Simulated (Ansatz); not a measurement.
# BHF (doublet): wave-function methods side by side, cc-pVDZ

The task here is to estimate one member of a computed series from the others.

Method: cc-pVDZ, core rule «outside noble gas», up to 2 orbitals frozen; program: Ansatz 0.2.0, Gaussian basis.

To be run: UHF; CCSD(T) on ROHF; CCSD(T) on UHF; BCCD(T) on ROHF; CISD as a restricted active space (open shells left free, so some higher excitations enter); CCSDT(Q) on ROHF; CCSDT(Q) on UHF.

31 further runs of the same task are left out: 12 for a known fault of the program, 8 that didn't finish, 11 set aside as unsound or not needed. Runs told in other sessions of the task aren't counted.

## The system

The geometry is a PBE0/def2-TZVP stationary point (not a proven minimum).

3 atoms, charge 0, spin multiplicity 2.

Atoms are counted from 1 here; the program's logs count them from 0.

Bond lengths: B1–F2 1.301 Å, B1–H3 1.206 Å. Angles: F2–B1–H3 121.0°.

As a file:

```xyz
3

B     0.0000   -0.1933    0.7581
F     0.0000    0.0733   -0.5151
H     0.0000    0.6919    1.5776
```

Set-up of the first run:

in.yaml

```yaml
crystal:
  periodic: [false, false, false]
  atoms:
    - {symbol: B, position_ang: [0.000000, -0.193343, 0.758138]}
    - {symbol: F, position_ang: [0.000000, 0.073312, -0.515115]}
    - {symbol: H, position_ang: [0.000000, 0.691921, 1.577603]}
basis:
  gaussian: {orbitals: cc-pVDZ}
magnetization: {spin_polarized: true, initial_magnetization: 1}
hamiltonian: {xc: hf}
output: {orbitals: {seedname: orbitals}}
```

The run is started by

```bash
> ansatz run in.yaml --threads 1 --pin off --events-out ev --progress --plain --max-ram 2393MiB
```

Among the steps run: UHF; CCSD(T) on ROHF; CCSD(T) on UHF; BCCD(T) on ROHF; CISD as a restricted active space (open shells left free, so some higher excitations enter); CCSDT(Q) on ROHF; CCSDT(Q) on UHF.

One of the session's tables, all rows but one given; the rest of the session is left out.

```
   method  from UCCSDT(Q) (kcal/mol)
     ROHF                    +170.47
      UHF                    +169.69
     RMP2                     +12.38
     UMP2                     +12.22
     CISD                     +12.64
    RCCSD                      +3.78
    UCCSD                      +3.77
 RCCSD(T)                      +0.61
 UCCSD(T)                      +0.60
  BCCD(T)                      +0.52
   RCCSDT                      +0.28
   UCCSDT                      +0.28
RCCSDT(Q)                          ?
UCCSDT(Q)                          0
```

Estimate the missing values for RCCSDT(Q).

The run gave: from UCCSDT(Q) (kcal/mol): +0.07. In the column «from UCCSDT(Q) (kcal/mol)» it lies between UCCSDT(Q) (0) and RCCSDT (+0.28).

With the free atoms at the same levels and basis (separate runs), the atomisation energy is 9.191 eV at UCCSDT(Q), 9.181 eV at RCCSD(T), 9.180 eV at UCCSD(T), 7.760 eV at ROHF.

Limits of these values: Restricted and unrestricted rows rest on different reference determinants; a gap between their highest levels can come from leftover correlation error, from unlike frozen cores or from another state.
